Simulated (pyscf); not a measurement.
Single points on ωB97X-D3(BJ)/def2-SVP structures (PySCF, gas phase).

Question: For the elementary gas-phase step `[OH][Si]([OH])([F])[F]` + `[FH]` + `[FH]` → `[OH][Si]([F])([F])[F]` + `[OH2]` + `[FH]` (singlet surface; O–Si, F–H, F–H broken, F–Si, H–O, F–H formed), what barrier and reaction energy does ωB97M-D3(BJ)/def2-TZVP give, measured from the separated reactants?

Answer: ΔE‡ = -6.4 kcal/mol, ΔE = -8.2 kcal/mol. Zero-point energy shifts the barrier by +3.4 kcal/mol. It is a multi-bond step, with an imaginary mode of 748i cm⁻¹. On the reactant side the descent ends in a bound adduct, 20.9 kcal/mol under the separated species and 14.8 kcal/mol under the saddle at ωB97X-D3(BJ)/def2-TZVP. On the product side the descent ends in an adduct with a O–Si contact, 5.4 kcal/mol under the separated species and 7.0 kcal/mol under the saddle at ωB97X-D3(BJ)/def2-TZVP. At ωB97M-D3(BJ) the saddle lies under the separated reactants, which points to a path from their complex (located at ωB97X-D3(BJ) alone). What is counted as broken (O–Si) persists as a longer contact in the product adduct; parting that adduct is a step of its own. This is the saddle that the search found; another between the same sides may lie lower.
